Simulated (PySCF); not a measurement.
Structure from 2D NMR

Compound of formula C₃H₅N. Correlations simulated from computed shifts and the bond graph:

HSQC (one-bond C–H):
```
  δH     δC
8.45  192.6
4.01   61.9
3.05   38.0
```

COSY cross peaks (H two or three bonds apart, from the bond graph; peaks can be absent where the dihedral angle is near 90°):
```
  δH    δH
8.45  3.05
4.01  3.05
```

HMBC (two and three bonds, from the bond graph):
```
  δH           δC
8.45   61.9, 38.0
4.01  192.6, 38.0
3.05  192.6, 61.9
```

All values are calculated (PySCF): PBE0-D3(BJ)/def2-TZVP structure, NMR shieldings at B97-2/pcSseg-2/GIAO. In vacuum, single conformer, rapidly exchanging positions averaged, non-relativistic Hamiltonian.

Shifts are taken against calculated references (same method and geometry level): $^{1}$H (σ = 31.64 ppm), $^{13}$C (σ = 185.38 ppm) against TMS.

Exchangeable hydrogens are left out of these lists.

Question: Which molecule is this?

Answer: 1-Azetine.

Numbering as in the mapped SMILES `[CH:1]1=[N:2][CH2:3][CH2:4]1`. Hydrogens are named by the atom that carries them.

1. δC 192.6 is C1, a C=N carbon (δH 8.45).
2. δC 61.9 is C3, an sp3 CH2 bonded to N (δH 4.01).
3. δC 38.0 is C4, an sp3 CH2 in a ring (δH 3.05).
4. COSY links 8.45–3.05, 4.01–3.05.

Shifts are as computed. Against solution values, carbons near 30 ppm lie about +3 ppm off and those near 130 ppm about +7 ppm. Of 1211 compounds with measured shifts, 218 miss one by over three times the rms of a fit or turn the order of signals round; such compounds aren't used in these exercises.
